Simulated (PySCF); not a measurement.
Computed NMR parameters against published values

Molfile (atoms numbered from 1):
```
C4H10O
     RDKit          3D

 15 14  0  0  0  0  0  0  0  0999 V2000
   -2.2053   -0.2065    0.6305 C   0  0  0  0  0  0  0  0  0  0  0  0
   -1.0666   -0.5334   -0.3190 C   0  0  0  0  0  0  0  0  0  0  0  0
    0.2261    0.1292    0.0935 C   0  0  0  0  0  0  0  0  0  0  0  0
    1.2351   -0.2095   -0.8217 O   0  0  0  0  0  0  0  0  0  0  0  0
    2.4650    0.3742   -0.4994 C   0  0  0  0  0  0  0  0  0  0  0  0
   -3.1289   -0.7007    0.3236 H   0  0  0  0  0  0  0  0  0  0  0  0
   -2.4011    0.8689    0.6615 H   0  0  0  0  0  0  0  0  0  0  0  0
   -1.9799   -0.5305    1.6503 H   0  0  0  0  0  0  0  0  0  0  0  0
   -1.3132   -0.2104   -1.3348 H   0  0  0  0  0  0  0  0  0  0  0  0
   -0.9049   -1.6144   -0.3648 H   0  0  0  0  0  0  0  0  0  0  0  0
    0.5126   -0.1927    1.1085 H   0  0  0  0  0  0  0  0  0  0  0  0
    0.0988    1.2239    0.1285 H   0  0  0  0  0  0  0  0  0  0  0  0
    3.1870    0.0646   -1.2554 H   0  0  0  0  0  0  0  0  0  0  0  0
    2.8213    0.0469    0.4877 H   0  0  0  0  0  0  0  0  0  0  0  0
    2.4024    1.4718   -0.4957 H   0  0  0  0  0  0  0  0  0  0  0  0
  1  2  1  0
  2  3  1  0
  3  4  1  0
  4  5  1  0
  1  6  1  0
  1  7  1  0
  1  8  1  0
  2  9  1  0
  2 10  1  0
  3 11  1  0
  3 12  1  0
  5 13  1  0
  5 14  1  0
  5 15  1  0
M  END
```

[PySCF: PBE0-D3(BJ)/def2-TZVP geometry; shieldings: GIAO B97-2/pcSseg-2; non-relativistic; one averaged value for each set of equivalent atoms; no solvent; a single conformation]

Reference values: measured (solution, not stated per compound (mostly CDCl3 or CCl4); Pretsch, Buehlmann, Badertscher, Structure Determination of Organic Compounds, 4th ed. (2009)).
| atoms | quantity | reference | computed | computed, scaled |
| --- | --- | --- | --- | --- |
| C3 | δ $^{13}$C | 74.5 | 81.0 | 76.1 |
| C2 | δ $^{13}$C | 23.2 | 28.2 | 25.1 |
| C1 | δ $^{13}$C | 10.5 | 12.4 | 9.9 |

Reference values: measured (liquid, neat; K. Matsuzaki, S. Hayashi, W. Nakanishi, RSC Adv. 2024, ESI (observed values from its refs S1-S5)).
| atoms | quantity | reference | computed | computed, scaled |
| --- | --- | --- | --- | --- |
| O4 | δ $^{17}$O vs H2O | -28.5 | – | -11.4 |

Computed shifts are σ(ref) − σ with the named reference compound (TMS for H and C) calculated as an isolated molecule at the same level. The measured values may be among those fitted. Empirical linear scaling, fitted to shifts measured mostly in CDCl3 for H and C (δ vs TMS): $^{13}$C: δ = 176.90 − 0.966σ (rms 2.0 ppm, 686 shifts, 2.1 ppm with the 3 outliers that the fit left out); $^{17}$O: δ = 274.06 − 0.947σ (rms 12.3 ppm, 98 shifts vs liquid water, solution or neat liquid). Occasional misses reach two or three times the rms, and more in compound classes unlike the fitted ones.

Task: How far are the unscaled $^{13}$C shifts from the references?

Result: Mean signed difference +4.47 ppm, mean absolute 4.47 ppm over 3 comparisons; the largest is +6.5 ppm at C3 (sp3 CH2 bonded to O).
